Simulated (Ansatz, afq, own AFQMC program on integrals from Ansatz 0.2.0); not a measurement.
## BH$_{3}$Br, doublet in cc-pVTZ, levels against AFQMC with the constraint released

```yaml
atoms:
  - { symbol: B, position_ang: [-2.6305, 0.0000, 0.0000] }
  - { symbol: H, position_ang: [-3.2272, 1.0336, 0.0000] }
  - { symbol: H, position_ang: [-3.2272, -1.0336, 0.0000] }
  - { symbol: H, position_ang: [-1.2825, 0.0000, 0.0000] }
  - { symbol: Br, position_ang: [0.4535, 0.0000, 0.0000] }
```

Connectivity, by distances: BH2 ··· Br, 1 bridging H.

Basis cc-pVTZ. Only valence electrons are correlated. Ansatz 0.2.0 and our own AFQMC program on the same integrals; the CISD trial comes from CCSD amplitudes, and released means the phaseless constraint is let go. Uncertainties: one standard error, sampling alone. No spin–orbit coupling.

Determinant: UHF, the one that the program's search chose, which needn't be the lowest solution. The geometry is a point of a scan.

No full CI on the walks' own integrals is used here. The released AFQMC energy serves as the reference, which it does only where one determinant dominates, the energy is flat over the last release times and near the phaseless one (40 meV or 2 meV an electron, half that with transition metals). On small molecules, where full CI could be run and the noise was under 10 meV, such values lay within 10 meV of it in 19 cases of 20, a flattering rate, since the rule was set on those same cases; what remains of the bias isn't in the error bar.

Cautions: no relativity below Rb; no spin-orbit coupling; inner d shell frozen; the released value is read at 2.40 1/Eh (meV from the phaseless value at times in 1/Eh: -1 ± 4 at 0.24, -1 ± 4 at 0.51, -8 ± 5 at 0.99, -4 ± 6 at 1.62, -10 ± 6 at 2.40).

```
T1 diagnostic                               : 0.0125
weight of the determinant in the CISD state : 0.873
⟨S²⟩ of the determinant                     : 0.777
size of the correlated space                : 13 electrons in 100 orbitals
```

Reference: AFQMC with the constraint released, correlation energy -8.565 ± 0.006 eV.

```tsv
level	E − E(reference) (meV)	share of correlation (%)
HF	8565.4 ± 5.9	0.00
MP2	1370.0 ± 5.9	84.01
CCSD	309.1 ± 5.9	96.39
CCSD(T)	48.7 ± 5.9	99.43
ph-AFQMC/CISD	10.0 ± 8.1	99.88
```

A walk keeps the symmetry of its determinant, which the program's search chose and which needn't be the lowest solution, so a lower state of the same spin and another symmetry isn't excluded. Released energies are given only where the last usable release times agree within the noise; a slower fall can still hide under it.
